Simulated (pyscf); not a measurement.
Four-centre exchange: `[CH3][SeH]` + `[H][H]` → `[CH3][SeH]` + `[H][H]`

Gas phase, singlet surface, charge 0. Bonds broken: Se2–H6, H7–H8. Bonds formed: Se2–H7, H6–H8. Single points on ωB97X-D3(BJ)/def2-SVP structures (PySCF, gas phase).

Transition state (Å):

```xyz
8

C     -0.0798     0.4678    -0.4624
Se    -0.2909    -1.4540    -0.2322
H     -0.2397     0.9791     0.5038
H     -0.8143     0.8406    -1.1882
H      0.9333     0.6928    -0.8207
H     -0.1243    -1.1307     1.5865
H     -1.1177    -1.0466     1.3773
H     -0.7692    -0.7439     2.3238
```

One imaginary mode, 2834i cm⁻¹; descent along it reached the two sides named.

| bond | change | reactant side (Å) | saddle | product side |
|---|---|---|---|---|
| Se2–H6 | breaks | 1.466 | 1.855 | 3.1 |
| H7–H8 | breaks | 0.762 | 1.053 | 3.7 |
| Se2–H7 | forms | 3.1 | 1.855 | 1.466 |
| H6–H8 | forms | 3.8 | 1.053 | 0.762 |

Electronic energies relative to the separated reactants (eV):

```tsv
level	barrier	reaction energy	reverse barrier
ωB97X-D3(BJ)/def2-TZVP	3.14	0.00	3.14
PBE/def2-TZVP	2.52	0.00	2.52
r²SCAN/def2-TZVP	2.73	0.00	2.73
B3LYP-D3(BJ)/def2-TZVP	2.88	0.00	2.88
PBE0-D3(BJ)/def2-TZVP	2.75	0.00	2.75
M06-2X/def2-TZVP	3.10	0.00	3.10
ωB97M-D3(BJ)/def2-TZVP	3.06	0.00	3.06
HF/def2-TZVP	4.00	0.00	4.00
```

With ωB97M-D3(BJ)/def2-TZVP energies and thermal terms (ideal gas, 1 atm, RRHO with modes under 100 cm⁻¹ raised to 100, one conformer, R ln 2 for chiral ones without a mode under 150 cm⁻¹), in eV:

```json
[
 {"T (K)": "298", "ΔH‡": "3.02", "ΔG‡": "3.38", "ΔH": "0.00", "ΔG": "0.00"},
 {"T (K)": "600", "ΔH‡": "2.99", "ΔG‡": "3.76", "ΔH": "0.00", "ΔG": "0.00"},
 {"T (K)": "900", "ΔH‡": "2.99", "ΔG‡": "4.15", "ΔH": "0.00", "ΔG": "0.00"},
 {"T (K)": "1200", "ΔH‡": "3.00", "ΔG‡": "4.54", "ΔH": "0.00", "ΔG": "0.00"}
]
```

This is the saddle that the search found; another between the same sides may lie lower. Elements up to Kr have no core potential and no relativistic terms here.
